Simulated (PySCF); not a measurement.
**Spin–spin coupling constants**

Geometry (Å), atoms numbered from 1 in this order:
```xyz
13

C    -0.3894    1.3273   -0.5220
C    -0.4339    0.0107   -0.3649
C    -1.7072   -0.7810   -0.3337
O     0.6419   -0.8164   -0.2097
C     1.9222   -0.2387   -0.2087
H    -1.2987    1.8864   -0.6361
H     0.5223    1.8951   -0.5445
H    -2.5671   -0.1309   -0.4542
H    -1.7856   -1.3135    0.6122
H    -1.6993   -1.5217   -1.1310
H     2.6231   -1.0611   -0.0750
H     2.0359    0.4759    0.6130
H     2.1314    0.2686   -1.1561
```

Couplings: B3LYP/pcJ-1 (without the spin–dipole term) in PySCF 2.14.0 with density-fitted response routines, geometry GFN2-xTB; gas phase, one conformer, non-relativistic. Couplings are averaged over pairs made equivalent by symmetry, fast rotation or ring inversion, so a value needn't be that of the named pair in this geometry, while other rotamers aren't included; one pair stands for each set, and the list holds a selection of those of at least 0.8 Hz over up to four bonds, among pairs with at least one C or H atom (others weren't computed).

Isotopes: 13C, 1H, 17O. Couplings to quadrupolar nuclei such as 17O and 33S are rarely resolved in practice.

| pair | bonds | J (Hz) |
| --- | --- | --- |
| C1, C2 | 1 | 90.2 |
| C1, H6 | 1 | 169.2 |
| C1, H7 | 1 | ? |
| C2, C3 | 1 | 53.2 |
| C2, O4 | 1 | 28.6 |
| C3, H8 | 1 | 133.7 |
| O4, C5 | 1 | ? |
| C5, H11 | 1 | 147.2 |
| C1, C3 | 2 | 7.7 |
| C1, O4 | 2 | 4.1 |
| C2, C5 | 2 | -2.4 |
| C2, H6 | 2 | 6.4 |
| C2, H7 | 2 | ? |
| C2, H8 | 2 | ? |
| C3, O4 | 2 | -15.0 |
| O4, H11 | 2 | ? |
| H8, H9 | 2 | -14.9 |
| C1, C5 | 3 | 5.5 |
| C1, H8 | 3 | ? |
| C2, H11 | 3 | 4.6 |
| C3, C5 | 3 | 3.1 |
| C3, H7 | 3 | ? |
| O4, H7 | 3 | -2.0 |
| O4, H8 | 3 | ? |
| C5, H6 | 4 | 1.1 |
| H6, H8 | 4 | -1.0 |

Q: Estimate the withheld couplings, with signs.

A: 
- 1J(C1,H7) = 159.9 Hz (bond length 1.074 Å, sp2 carbon)
- 1J(O4,C5) = 23.0 Hz (bond length 1.405 Å)
- 2J(C2,H7) = -3.7 Hz (angle at C1 124°)
- 2J(C2,H8) = -5.9 Hz (mean over equivalent pairs that range from -8.9 to -0.1 Hz in this conformer)
- 2J(O4,H11) = -6.5 Hz (mean over equivalent pairs that range from -14.7 to -2.4 Hz in this conformer)
- 3J(C1,H8) = 4.0 Hz
- 3J(C3,H7) = 9.2 Hz (dihedral angle 180°)
- 3J(O4,H8) = -4.7 Hz (mean over equivalent pairs that range from -12.4 to -0.9 Hz in this conformer)
